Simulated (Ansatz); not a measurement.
Corundum (α-Al2O3) was calculated with rVV10 in Ansatz (plane waves, PAW).

Settings: plane-wave cutoff 500 eV, 8×8×8 k mesh, gaussian smearing 0.02 eV, scalar-relativistic PAW data made under PBE.

Cell (relaxed at this level):

```cif
data_Al4O6
_chemical_formula_sum 'Al4 O6'
_space_group_name_H-M_alt 'P 1'
_space_group_IT_number 1
_cell_length_a 5.18863
_cell_length_b 5.18863
_cell_length_c 5.18863
_cell_angle_alpha 55.344
_cell_angle_beta 55.344
_cell_angle_gamma 55.344
loop_
_space_group_symop_operation_xyz
  'x, y, z'
loop_
_atom_site_label
_atom_site_type_symbol
_atom_site_fract_x
_atom_site_fract_y
_atom_site_fract_z
_atom_site_occupancy
Al1 Al 0.85278 0.85278 0.85278 1
Al2 Al 0.35278 0.35278 0.35278 1
Al3 Al 0.14722 0.14722 0.14722 1
Al4 Al 0.64722 0.64722 0.64722 1
O1 O 0.44353 0.05647 0.75000 1
O2 O 0.05647 0.75000 0.44353 1
O3 O 0.55647 0.94353 0.25000 1
O4 O 0.25000 0.55647 0.94353 1
O5 O 0.94353 0.25000 0.55647 1
O6 O 0.75000 0.44353 0.05647 1
```

Question: Estimate the band gap that the calculation returns.

Answer: 
band gap: 5.73 eV (on the SCF k mesh)

Static lattice: no zero-point or thermal effects.

The result took around 100 core-seconds (rough).

Ansatz is a program for electronic structure.
